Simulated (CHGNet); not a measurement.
**fcc Pt**

Calculation: the machine-learned potential CHGNet-r²SCAN (trained on r²SCAN data).

Cell: relaxed at this level.

| Quantity | Result |
|---|---|
| lattice constant a | 3.945 Å |
| volume per atom | 15.35 Å³/atom |
| vacancy formation energy | 0.30 eV |

Measured, for comparison: lattice constant a 3.913 Å, equilibrium volume per atom 14.98 Å³/atom (static lattice: zero-point anharmonic expansion removed; as tabulated in Mejia-Rodriguez and Trickey (2018), arXiv:1807.09216); vacancy formation energy 1.35 ± 0.09 eV (not corrected to a static lattice, monovacancy, our sources range from 1.35 to 1.60; as tabulated in Mehl and Papaconstantopoulos (1996), arXiv:mtrl-th/9602003). Computed (rounded) less measured: lattice constant a +0.8 %, equilibrium volume per atom +2.5 %, vacancy formation energy not scored (sources differ).

A machine-learned potential is trained on density-functional data: it inherits that level's misses and adds fitting errors of its own.

Note: the model gives imaginary modes for this phase (in the spectrum interpolated from a supercell).
